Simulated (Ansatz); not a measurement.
# CH₄S (singlet): from Hartree-Fock to the top rungs, 6-31G*

The task here is to estimate one member of a computed series from the others.

Method: 6-31G*, core rule «outside noble gas», up to 6 orbitals frozen; program: Ansatz 0.2.0, Gaussian basis.

To be run: UHF; CCSD(T) on RHF; BCCD(T) on RHF; CISD; CCSDT(Q) on RHF; CCSDTQ on RHF; CASSCF and MRCISD+Q, 14 electrons in 12 orbitals; CASSCF and NEVPT4(SD), 14 electrons in 12 orbitals; CASSCF and NEVPT2, 14 electrons in 12 orbitals.

18 further runs of the same task are left out: 1 that didn't finish, 17 set aside as unsound or not needed.

## The geometry

The geometry is an MP2(full)/6-31G* stationary point (not a proven minimum).

6 atoms, charge 0, spin multiplicity 1.

Atoms are counted from 1 here; the program's logs count them from 0.

Bond lengths: C1–S2 1.814 Å, C1–H4 1.090 Å, C1–H5 1.090 Å, C1–H6 1.090 Å, S2–H3 1.340 Å. Angles: S2–C1–H4 106.6°, S2–C1–H5 111.6°, S2–C1–H6 111.6°, H4–C1–H5 108.5°, H4–C1–H6 108.5°, H5–C1–H6 109.9°, C1–S2–H3 96.8°.

The first run:

The input, in.yaml:

```yaml
crystal:
  periodic: [false, false, false]
  atoms:
    - {symbol: C, position_ang: [-0.026122, 1.227299, 0.000000]}
    - {symbol: S, position_ang: [-0.026122, -0.587076, 0.000000]}
    - {symbol: H, position_ang: [1.304907, -0.745469, 0.000000]}
    - {symbol: H, position_ang: [-1.070770, 1.539208, 0.000000]}
    - {symbol: H, position_ang: [0.454080, 1.628987, 0.892259]}
    - {symbol: H, position_ang: [0.454080, 1.628987, -0.892259]}
basis:
  gaussian: {orbitals: "6-31G*"}
magnetization: {spin_polarized: true, initial_magnetization: 0}
hamiltonian: {xc: hf}
output: {orbitals: {seedname: orbitals}}
```

Started as:

```bash
$ ansatz run in.yaml --threads 1 --pin off --events-out ev --progress --plain --max-ram 3956MiB --backend cpu
```

Steps of the session up to this table: UHF; CCSD(T) on RHF; BCCD(T) on RHF; CISD; CCSDT(Q) on RHF; CCSDTQ on RHF; CASSCF and MRCISD+Q, 14 electrons in 12 orbitals; CASSCF and NEVPT4(SD), 14 electrons in 12 orbitals; CASSCF and NEVPT2, 14 electrons in 12 orbitals.

One table of the session follows, with a row left open; its other results are not shown here.

| method | from RCCSDTQ (meV) |
| --- | --- |
| RHF | ? |
| RMP2 | +1130.4 |
| CISD | +869.1 |
| RCCSD | +226.4 |
| RCCSD(T) | +28.1 |
| BCCD(T) | +27.2 |
| RCCSDT | +9.1 |
| RCCSDT(Q) | 0.0 |
| RCCSDTQ | 0 |
| CASSCF valence | +5132.3 |
| NEVPT2 valence | +1158.8 |
| NEVPT4(SD) valence | +138.5 |
| MRCISD valence | +369.4 |
| MRCISD+Q valence | +41.3 |

Estimate the missing values for RHF.

The run gave: from RCCSDTQ (meV): +8005.8. In the column «from RCCSDTQ (meV)» it is the highest.
